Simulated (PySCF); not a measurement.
**Level of theory and adiabatic energies of losing or gaining an electron: glyoxal**

Structure: `O=CC=O` (C2H2O2).

All levels share the PBE0-D3(BJ)/ma-def2-SVP structures and the PBE0-D3(BJ)/ma-def2-SVP thermal terms; only the single-point energies (PySCF) change. Values are adiabatic energies of losing or gaining an electron (0 K, eV).

| level | electron affinity to the radical anion | time |
| --- | --- | --- |
| HF/ma-def2-TZVP | 0.42 | 9.2 s |
| PBE0-D3(BJ)/cc-pVDZ | 0.83 | 11 s |
| PBE0-D3(BJ)/def2-SVP | 0.91 | 9.6 s |
| B97-2/ma-def2-TZVP | 1.24 | 29 s |
| M06-2X/ma-def2-TZVP (grid 3) | 1.26 | 82 s |
| TPSSh-D3(BJ)/ma-def2-TZVP (grid 3) | 1.33 | 85 s |
| PBE0-D3(BJ)/def2-TZVPD | 1.35 | 36 s |
| PBE0-D3(BJ)/ma-def2-TZVP | 1.36 | – |
| PBE-D3(BJ)/ma-def2-TZVP | 1.44 | 50 s |
| PBE0-D3(BJ)/ma-def2-SVP | 1.45 | 13 s |

Times are wall times for all single points of a level on 1 thread of Arm Neoverse V1, a shared host; the dash marks the run that also made the structures. PBE ran on a slower path of this set-up, which computes the density-fitting integrals anew in every SCF cycle while the other levels store them. So the times needn't show the usual order of cost, and those levels read slower than they are.

Hartree-Fock leaves out electron correlation, so its ionisation energies and electron affinities from energy differences come out too low, often by 1 eV or more.

The spread: 1.03 eV, from 0.42 to 1.45.

Bases without diffuse functions serve anions poorly.
